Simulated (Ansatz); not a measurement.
**AlH₃O (triplet): wave-function methods side by side at distance Al1–H4 along a hydrogen transfer = 2.012 Å, cc-pVDZ**

One table from this session's results is given with a row withheld; the runs are named, their logs left out.

The runs use Ansatz 0.2.0, Gaussian basis; cc-pVDZ, core rule «outside noble gas», up to 6 orbitals frozen.

To be run: UHF; CCSD(T) on ROHF; CCSD(T) on UHF; BCCD(T) on ROHF; CISD; CCSDT(Q) on ROHF; CCSDT(Q) on UHF; CASSCF and MRCISD+Q, 4 electrons in 4 orbitals; CASSCF and NEVPT2, 4 electrons in 4 orbitals.

13 further runs of the same task are left out: 9 for a known fault of the program, 4 that didn't finish.

## The system

The geometry derives from fragments relaxed apart (PBE0/def2-TZVP) and kept rigid, so it is no stationary point. A hydrogen atom is moved between rigid fragments.

5 atoms, charge 0, spin multiplicity 3.

Atoms are counted from 1 here; the program's logs count them from 0.

Bond lengths: Al1–H2 1.586 Å, Al1–H3 1.586 Å. Angles: H2–Al1–H3 120.0°.

Set-up of the first run:

in.yaml

```yaml
crystal:
  periodic: [false, false, false]
  atoms:
    - {symbol: Al, position_ang: [-1.164304, 0.000000, 0.000000]}
    - {symbol: H, position_ang: [-1.957228, 1.373384, 0.000000]}
    - {symbol: H, position_ang: [-1.957228, -1.373384, 0.000000]}
    - {symbol: H, position_ang: [0.847696, 0.000000, 0.000000]}
    - {symbol: O, position_ang: [2.156696, 0.000000, 0.000000]}
basis:
  gaussian: {orbitals: cc-pVDZ}
magnetization: {spin_polarized: true, initial_magnetization: 2}
hamiltonian: {xc: hf}
output: {orbitals: {seedname: orbitals}}
```

Run with:

```sh
$ ansatz run in.yaml --threads 1 --pin off --events-out ev --progress --plain --max-ram 2393MiB
```

Steps of the session up to this table: UHF; CCSD(T) on ROHF; CCSD(T) on UHF; BCCD(T) on ROHF; CISD; CCSDT(Q) on ROHF; CCSDT(Q) on UHF; CASSCF and MRCISD+Q, 4 electrons in 4 orbitals; CASSCF and NEVPT2, 4 electrons in 4 orbitals.

One of the session's tables, all rows but one given; the rest of the session is left out.

| method | from UCCSDT(Q) (kcal/mol) |
| --- | --- |
| ROHF | +169.09 |
| UHF | +157.14 |
| RMP2 | +24.93 |
| UMP2 | +29.28 |
| CISD | +15.84 |
| RCCSD | +3.66 |
| UCCSD | +3.34 |
| RCCSD(T) | +0.86 |
| UCCSD(T) | +0.86 |
| BCCD(T) | +0.86 |
| RCCSDT | ? |
| UCCSDT | +0.25 |
| RCCSDT(Q) | +0.02 |
| UCCSDT(Q) | 0 |
| CASSCF pair | +144.63 |
| NEVPT2 pair | +23.76 |
| MRCISD pair | +12.07 |
| MRCISD+Q pair | +1.39 |

Q: Estimate the row for RCCSDT from the others.

**Answer.** from UCCSDT(Q) (kcal/mol): +0.30. In the column «from UCCSDT(Q) (kcal/mol)» it lies between UCCSDT (+0.25) and RCCSD(T) (+0.86).

Limits of these values: Restricted and unrestricted rows rest on different reference determinants; where their highest levels disagree by more than a few hundredths of an eV, they describe different states and don't form one ladder.
